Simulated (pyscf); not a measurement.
•HC=Se + hydrogen (H₂) → H₂C=Se + H atom (H•) (hydrogen abstraction; doublet surface; H–H broken, C–H formed). Structures and frequencies: ωB97X-D3(BJ)/def2-SVP in PySCF. Energies in kcal/mol from the separated reactants.

```
level                      barrier  reaction energy
----------------------  ----------  ---------------
ωB97X-D3(BJ)/def2-TZVP        16.2             +6.1
PBE/def2-TZVP           (withheld)             +7.7
r²SCAN/def2-TZVP        (withheld)       (withheld)
M06-2X/def2-TZVP              17.1             +6.4
ωB97M-D3(BJ)/def2-TZVP        16.2             +6.5
HF/def2-TZVP                  29.7             +5.9
```

Q: What belongs in the gaps?

A: 
- PBE/def2-TZVP, barrier: 9.8
- r²SCAN/def2-TZVP, barrier: 11.9
- r²SCAN/def2-TZVP, reaction energy: +10.1

The functionals in the table span 7.2 kcal/mol in this barrier, from PBE to M06-2X. One saddle was located; it need not be the lowest between these sides. The angle at the transferred H is 178°. Elements up to Kr have no core potential and no relativistic terms here.
